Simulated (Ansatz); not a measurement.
Born–Oppenheimer molecular dynamics of BClH₂O (5 atoms, charge 0, multiplicity 1). It starts from a relaxed structure.

All numbers below come from Ansatz 0.2.0, RKS PBE0/STO-3G.

- ensemble: NVT, Langevin thermostat
- time step: 1 fs
- steps asked: 150
- set temperature: 100 K
- friction: 0.01 /fs
- masses: H 2.014 u
- seed: 39892

First frame:

```xyz
5
Properties=species:S:1:pos:R:3
B 0.052 -0.053 0.101
H -0.098 0.313 1.203
O 1.285 -0.361 -0.329
H 1.265 -0.660 -1.296
Cl -1.374 -0.191 -0.983
```

Problem. How far do the bonds stretch over the last three quarters of this one trajectory? (Pairs bonded in most of those frames.)

Solution. 
```csv
bond,mean (Å),spread (Å),shortest,longest
B1–H2,1.172,0.008,1.15,1.19
B1–O3,1.343,0.008,1.33,1.36
B1–Cl5,1.797,0.011,1.77,1.81
O3–H4,1.014,0.006,1.00,1.02
```

Mean temperature of the second half: 64 K. The mean temperature of the second half is 36 % below the set value. A run of 0.15 ps of so small a system gives no equilibrium averages. Limits of this set-up: minimal basis.

Time of the run: 110 s on 1 thread of Intel(R) Xeon(R) Platinum 8259CL CPU @ 2.50GHz (Skylake/Cascade Lake), with other jobs on the host, peak memory 0.093 GiB.
